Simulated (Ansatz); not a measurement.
Mg₂H₄ (the lowest singlet isomer of a short search), 6 atoms. Hardware: 4 threads of Arm Neoverse V1 on a shared host.

Correlated methods freeze 2 core orbitals; core or outer-core shells of Mg are correlated, in sets that lack core-valence functions.

(1) How many basis functions does each of these Ansatz runs have, and roughly what does it cost? PBE-D4/def2-TZVP, charge 0 singlet, energy and forces, from earlier orbitals; revPBE-D4/def2-TZVP, charge 0 singlet, energy, from earlier orbitals; PBE-QIDH/def2-TZVP, charge 0 singlet, energy, from earlier orbitals; MP2/def2-TZVP, charge 0 singlet, energy, from earlier orbitals; PBE0-D4/def2-TZVPD, charge -1 doublet at the geometry of the charge 0 singlet, energy; CCSD(T)/def2-TZVPD, charge 0 singlet, energy, from earlier orbitals; PBE0-D4/def2-TZVPD, charge 0 singlet, energy, from earlier orbitals; PBE-D4/def2-SVP, charge 0 singlet, energy, from earlier orbitals; CCSD(T)/def2-TZVPP, charge 0 singlet, energy, from earlier orbitals; PBE0-D4/def2-TZVP, charge 0 singlet, energy, from earlier orbitals; r2SCAN-D4/def2-TZVP, charge 0 triplet at the geometry of the charge 0 singlet, energy, from earlier orbitals; r2SCAN-D4/def2-TZVPD, charge 0 singlet, energy, from earlier orbitals.

Answers

(1) Other jobs shared the machine, so times can vary by a factor of up to 3. A dash marks memory too small to be measured apart from the calling script's.

```tsv
run	functions	fitting or Cholesky vectors	wall time	peak host memory (GiB)
MP2/def2-TZVP, charge 0 singlet, energy, from earlier orbitals	88	758	0.25 s	–
PBE-D4/def2-SVP, charge 0 singlet, energy, from earlier orbitals	56	590	0.35 s	–
revPBE-D4/def2-TZVP, charge 0 singlet, energy, from earlier orbitals	88	752	0.45 s	–
PBE-D4/def2-TZVP, charge 0 singlet, energy and forces, from earlier orbitals	88	752	0.55 s	–
PBE0-D4/def2-TZVP, charge 0 singlet, energy, from earlier orbitals	88	752	0.65 s	–
PBE0-D4/def2-TZVPD, charge 0 singlet, energy, from earlier orbitals	106	820	0.65 s	–
PBE-QIDH/def2-TZVP, charge 0 singlet, energy, from earlier orbitals	88	758	0.75 s	–
PBE0-D4/def2-TZVPD, charge -1 doublet at the geometry of the charge 0 singlet, energy	106	820	1.2 s	–
r2SCAN-D4/def2-TZVPD, charge 0 singlet, energy, from earlier orbitals	106	820	1.4 s	–
r2SCAN-D4/def2-TZVP, charge 0 triplet at the geometry of the charge 0 singlet, energy, from earlier orbitals	88	752	2.7 s	–
CCSD(T)/def2-TZVPD, charge 0 singlet, energy, from earlier orbitals	106	920	4.1 s	–
CCSD(T)/def2-TZVPP, charge 0 singlet, energy, from earlier orbitals	120	844	6 s	0.63
```
